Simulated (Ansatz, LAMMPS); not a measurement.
How well does each level of theory give the lattice parameter a of bcc Nb?

Reference value: 3.294 Å (measured, static lattice: zero-point anharmonic expansion removed; as tabulated in Mejia-Rodriguez and Trickey (2018), arXiv:1807.09216).

Question: What do MEAM library.meam-Nb, LDA, PBE, PBE-D4, r²SCAN+rVV10 give, and how far is each from the reference?

Answer: 
```csv
level (code),value (Å),error (%)
MEAM library.meam-Nb (LAMMPS),3.301,+0.21
LDA (Ansatz),3.247,-1.43
PBE (Ansatz),3.310,+0.49
PBE-D4 (Ansatz),3.291,-0.09
r²SCAN+rVV10 (Ansatz),3.294,0.00
```

Once the reference is moved by up to 0.10 % (a margin picked here for doubts on the reference and the settings) and values within 0.10 % count as equal, the nearest can be r²SCAN+rVV10 (0.00 %), PBE-D4 (-0.09 %) or MEAM library.meam-Nb (+0.21 %). Among them LDA (-1.43 %) misses by most. Within 2 %: MEAM library.meam-Nb, LDA, PBE, PBE-D4, r²SCAN+rVV10.

Cutoffs differ between the levels. Ansatz's density-functional and Hartree–Fock values are scalar-relativistic unless marked +SOC, with PAW data made under PBE.

Empirical potentials (MEAM library.meam-Nb) are fitted to chosen data: where that held the value shown, agreement is built in, and what lay outside the fit can be far off.

Differences are worked out from the printed values.

Ansatz is an electronic-structure program.
